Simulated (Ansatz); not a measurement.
Molecule: silicon monoxide, SiO, net charge 0, singlet state. 
Structure (B3LYP-D3(BJ)/def2-TZVP (Ansatz, an electronic-structure program) minimum search):
SMILES: O=[Si]
```xyz
2

Si     0.0000     0.0000    -0.5502
O      0.0000     0.0000     0.9629
```

Computed values are from Ansatz. Cores are frozen in the correlated levels unless marked. Open shells are spin-unrestricted. Spin-orbit coupling is left out. Non-relativistic. CBS(X,Y): correlation extrapolated as X^-3; Hartree-Fock from the larger set (for Q and 5 zeta extrapolated as (X+1)exp(-9√X)).

Task: What is the vertical electron affinity (to the doublet; negative means unbound) at CCSD(T)/CBS(aug-cc-pV(T+d)Z,aug-cc-pV(Q+d)Z)?

Result: 0.04 eV.

Task: What is the atomisation energy De at CCSD(T)/CBS(cc-pV(Q+d)Z,cc-pV(5+d)Z)?

Result: 191.8 kcal/mol.

Task: What is the dipole moment at CCSD(T)/aug-cc-pV(D+d)Z?

Result: 3.01 D.

Task: What is the T1 diagnostic at CCSD/cc-pV(5+d)Z?

Result: 0.024.

Task: What is the total energy at CCSD(T)/CBS(cc-pV(Q+d)Z,cc-pV(5+d)Z)?

Result: -364.2514 Eh.
